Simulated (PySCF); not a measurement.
Compound: C6H8.
Numbering: `[CH2:1]1[CH2:2][C:3]2=[C:4]1[CH2:5][CH2:6]2` (hydrogens: H7, H8 on C1; H9, H10 on C2; H11, H12 on C5; H13, H14 on C6)

Level of theory: core-valence-separated Tamm–Dancoff BHandHLYP/aug-pcX-1 (pcseg-1 on H) in PySCF, non-relativistic, gas phase, PBE0-D3(BJ)/def2-SVP geometry.

Computed carbon K-edge spectrum, Gaussian lines of 0.3 eV full width, highest printed point 100; it ends one width below the last computed root. BHandHLYP without relativity tends to put these K edges a few eV too low, so spacings mean more than positions.

```
photon energy (eV)  absorption
             282.5           2
             282.6          12
             282.7          42
             282.8          80
             282.9          82
             283.0          45
             283.1          14
             283.2           2
             283.3           0
             283.4           0
             283.5           0
             283.6           0
             283.7           0
             283.8           0
             283.9           0
             284.0           0
             284.1           0
             284.2           0
             284.3           0
             284.4           0
             284.5           0
             284.6           0
             284.7           0
             284.8           0
             284.9           0
             285.0           3
             285.1          10
             285.2          19
             285.3          19
             285.4          10
             285.5           3
             285.6           1
             285.7           1
             285.8           7
             285.9          21
             286.0          34
             286.1          31
             286.2          25
             286.3          45
             286.4         100
```

Task: Where are the maxima, and which lines make them up?

Result: 3 maxima:
- 282.9 eV: C3/C4 (fully substituted alkene carbon), 282.85 eV, f = 0.122, sum of 2, 100 % of the height at the exact maximum
- 285.2 eV: C3/C4 (fully substituted alkene carbon), 285.25 eV, f = 0.028, sum of 2, 100 % of the height at the exact maximum
- 286.0 eV: C1/C2/C5/C6 (allylic carbon), 286.03 eV, f = 0.041, sum of 4, 84 % of the height at the exact maximum; C3/C4 (fully substituted alkene carbon), 286.03 eV, f = 0.007, sum of 2, 15 % of the height at the exact maximum

Roots within 0.03 eV on the same or equivalent atoms count as one line; shares under 12 % aren't listed.

Vibrational structure and lifetime widths aren't in the curve. The ionisation threshold wasn't computed; near and above it a finite basis only mimics Rydberg series and continuum.

On one thread of an Intel Xeon at 2.50 GHz, no GPU, shared host with 64 logical CPUs at a one-minute load of 60, this took 46 s wall and 0.87 GiB of memory at its peak.
